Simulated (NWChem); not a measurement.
Everything below was run with NWChem. System: phosphine (H₃P), charge 0, spin multiplicity 1, at a geometry optimised with PBE0/def2-SVP. Level: TD-PBE0/6-31G* (spherical d).

Output (cleaned and shortened):

```
             Northwest Computational Chemistry Package (NWChem) 7.3.0
             --------------------------------------------------------

                                NWChem Input Module
                                -------------------

 Scaling coordinates for geometry "geometry" by  1.889725989
 (inverse scale =  0.529177249)

                             Geometry "geometry" -> ""
                             -------------------------

 Output coordinates in angstroms (scale by  1.889725989 to convert to a.u.)

  No.       Tag          Charge          X              Y              Z
 ---- ---------------- ---------- -------------- -------------- --------------
    1 P                   15.0000    -0.13023500    -0.00335200     0.00000000
    2 H                    1.0000     0.66656500    -0.58098900     1.03566800
    3 H                    1.0000     0.66656500    -0.58098900    -1.03566800
    4 H                    1.0000     0.62039600     1.21226300     0.00000000

 Effective nuclear repulsion energy (a.u.)      17.4340881334

            Nuclear Dipole moment (a.u.)
            ----------------------------
        X                 Y               Z
 ---------------- ---------------- ----------------
     0.0000018897     0.0000094486     0.0000000000


 Summary of "ao basis" -> "" (spherical)
 ------------------------------------------------------------------------------
       Tag                 Description            Shells   Functions and Types
 ---------------- ------------------------------  ------  ---------------------
 *                           6-31g*                   on all atoms

                                 NWChem DFT Module
                                 -----------------

 Summary of "ao basis" -> "ao basis" (spherical)
 ------------------------------------------------------------------------------
       Tag                 Description            Shells   Functions and Types
 ---------------- ------------------------------  ------  ---------------------
 P                           6-31g*                  8       18   4s3p1d
 H                           6-31g*                  2        2   2s

 Summary of "ao basis" -> "ao basis" (spherical)
 ------------------------------------------------------------------------------
       Tag                 Description            Shells   Functions and Types
 ---------------- ------------------------------  ------  ---------------------
[...]
     Occ.    7  a   ---  Virt.   11  a   -0.05108 Y
     Occ.    8  a   ---  Virt.   10  a    0.68146 X
     Occ.    8  a   ---  Virt.   10  a   -0.05108 Y
     Occ.    9  a   ---  Virt.   12  a    0.18118 X
     Occ.    9  a   ---  Virt.   15  a    0.18286 X
     Occ.    9  a   ---  Virt.   19  a   -0.06300 X
  ----------------------------------------------------------------------------
  Root   8 singlet a              0.483245550 a.u.               13.1498 eV
  ----------------------------------------------------------------------------
     Transition Moments    X  0.00000   Y -0.00001   Z -1.55008
     Transition Moments   XX  0.00000  XY -0.00001  XZ -1.32708
     Transition Moments   YY -0.00001  YZ  1.40093  ZZ  0.00001
     Dipole Oscillator Strength                    0.7740768965
     Electric Quadrupole                           0.0000022378
     Magnetic Dipole                               0.0000000601
     Total Oscillator Strength                     0.7740791944

          sigma_e =   1.8418 Angstrom
          sigma_h =   1.3360 Angstrom
         |d_h->e| =   0.2611 Angstrom
            d_exc =   2.2745 Angstrom
            d_CD1 =   0.7669 Angstrom
            d_CD2 =  -1.3278 Angstrom
            d_CD3 =   2.5356 Angstrom
     Pearson C.C. =   0.0146

     Occ.    6  a   ---  Virt.   10  a    0.05407 X
     Occ.    7  a   ---  Virt.   10  a    0.18152 X
     Occ.    8  a   ---  Virt.   11  a    0.18151 X
     Occ.    8  a   ---  Virt.   12  a   -0.95367 X
     Occ.    8  a   ---  Virt.   15  a    0.05399 X
     Occ.    8  a   ---  Virt.   16  a    0.05362 X
     Occ.    9  a   ---  Virt.   10  a   -0.11179 X
     Occ.    9  a   ---  Virt.   14  a    0.07064 X
  ----------------------------------------------------------------------------
  Root   9 singlet a              0.483246961 a.u.               13.1498 eV
  ----------------------------------------------------------------------------
     Transition Moments    X -0.03991   Y  1.54957   Z -0.00001
     Transition Moments   XX -0.06547  XY  1.25195  XZ -0.00001
     Transition Moments   YY  1.50008  YZ  0.00001  ZZ -1.43461
     Dipole Oscillator Strength                    0.7740873330
     Electric Quadrupole                           0.0000022378
     Magnetic Dipole                               0.0000000601
     Total Oscillator Strength                     0.7740896309

          sigma_e =   1.8418 Angstrom
          sigma_h =   1.3360 Angstrom
         |d_h->e| =   0.2610 Angstrom
            d_exc =   2.2745 Angstrom
            d_CD1 =   0.7669 Angstrom
            d_CD2 =  -1.3278 Angstrom
            d_CD3 =   2.5356 Angstrom
     Pearson C.C. =   0.0146

     Occ.    6  a   ---  Virt.   11  a   -0.05407 X
     Occ.    7  a   ---  Virt.   11  a    0.18151 X
     Occ.    7  a   ---  Virt.   12  a    0.95367 X
     Occ.    7  a   ---  Virt.   15  a   -0.05399 X
     Occ.    7  a   ---  Virt.   16  a   -0.05362 X
     Occ.    8  a   ---  Virt.   10  a   -0.18152 X
     Occ.    9  a   ---  Virt.   11  a    0.11179 X
     Occ.    9  a   ---  Virt.   13  a   -0.07064 X
  ----------------------------------------------------------------------------
  Root  10 singlet a              0.511686430 a.u.               13.9237 eV
  ----------------------------------------------------------------------------
     Transition Moments    X  0.00474   Y -0.18403   Z  0.00000
     Transition Moments   XX  0.09361  XY -1.81220  XZ  0.00003
     Transition Moments   YY -0.44037  YZ -0.00000  ZZ  0.34677
     Dipole Oscillator Strength                    0.0115603229
     Electric Quadrupole                           0.0000024581
     Magnetic Dipole                               0.0000000023
     Total Oscillator Strength                     0.0115627833

          sigma_e =   1.9132 Angstrom
          sigma_h =   1.3417 Angstrom
         |d_h->e| =   0.3227 Angstrom
            d_exc =   2.3409 Angstrom
            d_CD1 =   0.8941 Angstrom
            d_CD2 =  -1.3048 Angstrom
            d_CD3 =   2.6636 Angstrom
     Pearson C.C. =   0.0165

     Occ.    7  a   ---  Virt.   12  a   -0.05838 X
     Occ.    9  a   ---  Virt.   13  a   -0.99561 X

              Target root =      1
          Target symmetry = none
      Ground state energy =   -342.979476985150
        Excitation energy =      0.284541114366
     Excited state energy =   -342.694935870785

  stored tddft:energy   -342.69493587078460

 Task  times  cpu:       11.2s     wall:       11.2s

 Total times  cpu:       11.3s     wall:       11.3s
```

Problem. Write an NWChem input that would produce this output.

Solution. Several could match; the one computed here: 
```
start mol
memory heap 200 mb stack 800 mb global 1000 mb
geometry units angstroms nocenter noautoz noautosym
  P     -0.130235    -0.003352     0.000000
  H      0.666565    -0.580989     1.035668
  H      0.666565    -0.580989    -1.035668
  H      0.620396     1.212263     0.000000
end
basis spherical
  * library 6-31g*
end
dft
  xc pbe0
  semidirect memsize 60000000 filesize 0
  iterations 100
end
tddft
  rpa
  nroots 10
  notriplet
end
task tddft energy
```
